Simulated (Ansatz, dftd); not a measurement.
Reaction: CCl3F (trichloro(fluoro)methane, SMILES FC(Cl)(Cl)Cl) → F (doublet) + CCl3 (SMILES Cl[C](Cl)Cl, doublet) (the C-F bond breaks)
Each species at its own B3LYP-D3(BJ)/def2-TZVP minimum (Ansatz, a quantum-chemistry and plane-wave program).

Wanted: bond dissociation energy (electronic), in kcal/mol. Open shells are spin-unrestricted; no spin-orbit coupling. Cores are frozen in correlated methods. Rows without X2C or -DK are non-relativistic. CBS(X,Y): correlation extrapolated as X^-3, Hartree-Fock from the larger set. A bracket is a step between two methods taken in the basis named. Functionals run without relativity, which enters their misses. Double hybrids freeze cores in their MP2 part. '+ core + X2C': CCSD(T) terms for core correlation (cc-pwCVTZ, 1s frozen past Ne) and scalar relativity (cc-pVTZ-DK).

```json
[
 {"level": "PBE/def2-TZVPD", "program": "Ansatz", "bond dissociation energy (kcal/mol)": "107.8"},
 {"level": "wB97X-V/def2-TZVPD", "program": "Ansatz", "bond dissociation energy (kcal/mol)": "105.8"},
 {"level": "wB97M-V/def2-TZVPD", "program": "Ansatz", "bond dissociation energy (kcal/mol)": "107.3"},
 {"level": "B2GP-PLYP-D4/def2-TZVPD", "program": "Ansatz + dftd4", "bond dissociation energy (kcal/mol)": "(withheld)"},
 {"level": "MP2/cc-pV(T+d)Z", "program": "Ansatz", "bond dissociation energy (kcal/mol)": "(withheld)"},
 {"level": "CCSD/cc-pV(T+d)Z", "program": "Ansatz", "bond dissociation energy (kcal/mol)": "100.2"},
 {"level": "CCSD/cc-pV(Q+d)Z", "program": "Ansatz", "bond dissociation energy (kcal/mol)": "101.8"},
 {"level": "CCSDT(Q)/cc-pV(D+d)Z", "program": "Ansatz", "bond dissociation energy (kcal/mol)": "(withheld)"},
 {"level": "CCSD(T)/CBS(cc-pV(T+d)Z,cc-pV(Q+d)Z) + [CCSDT(Q) - CCSD(T)]/cc-pV(D+d)Z + core + X2C", "program": "Ansatz", "bond dissociation energy (kcal/mol)": "107.2"}
]
```

### Question
Some entries are withheld; supply them.

### Answer

- B2GP-PLYP-D4/def2-TZVPD, bond dissociation energy (kcal/mol): 103.6
- MP2/cc-pV(T+d)Z, bond dissociation energy (kcal/mol): 112.2
- CCSDT(Q)/cc-pV(D+d)Z, bond dissociation energy (kcal/mol): 95.6
